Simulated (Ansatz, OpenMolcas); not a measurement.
## Worked example: the enthalpy of formation of CH3NO (formaldoxime)

CH3NO: 6 atoms, total charge 0, spin state singlet. SMILES: `C=NO`. Geometry: relaxed at PBE0-D4/def2-TZVP. This is one conformer, not always the lowest.

Total energies at B3LYP/6-31G* (Cartesian functions) (OpenMolcas 26.06); the atoms run unrestricted:

```
species    state  energy (Eh)
  CH3NO  singlet  -169.807702
      C  triplet   -37.846280
      N  quartet   -54.584489
      O  triplet   -75.060621
      H  doublet    -0.500273
```

Harmonic wavenumbers at PBE0-D4/def2-TZVP, in cm⁻¹: 449, 540, 810, 975, 984, 1188, 1363, 1453, 1742, 3115, 3247, 3858.

Measured heats of formation of the gaseous atoms at 298.15 K, in kJ/mol: C 716.9, N 472.4, O 249.2, H 218.0. Spin-orbit lowering of the atoms at 298 K (mean of the ground term's levels less their thermal mean, from spectra), in kJ/mol: C 0.02, O 0.40. Take 1 Eh = 2625.50 kJ/mol, 1 cm⁻¹ = 0.0119627 kJ/mol, RT = 2.479 kJ/mol.

Task: What heat of formation follows?

Result: 
1. Electronic atomisation energy: (-37.846280) + (-54.584489) + (-75.060621) + 3 × (-0.500273) − (-169.807702) = 0.815493 Eh = 2141.1 kJ/mol.
2. Zero-point energy: half the sum of the wavenumbers, 9862 cm⁻¹ = 118.0 kJ/mol.
3. Thermal vibrational enthalpy, Σ hcν̃/(exp(hcν̃/kT) − 1): 1.7 kJ/mol. Translation, rotation and pV of a non-linear molecule: 4 RT = 9.9 kJ/mol.
4. The 6 free atoms carry 5/2 RT each: 37.2 kJ/mol.
5. Spin-orbit coupling lowers the free atoms by 0.02 + 0.40 = 0.4 kJ/mol.
6. Atomisation enthalpy at 298 K: 2141.1 − 0.4 − 118.0 − 1.7 − 9.9 + 37.2 = 2048.3 kJ/mol.
7. Sum of the atoms' heats of formation: 2092.5 kJ/mol. Heat of formation: 2092.5 − 2048.3 = +44.2 kJ/mol.

No measured value is set beside it here. Anharmonicity and any spin-orbit splitting of the molecule are left out.
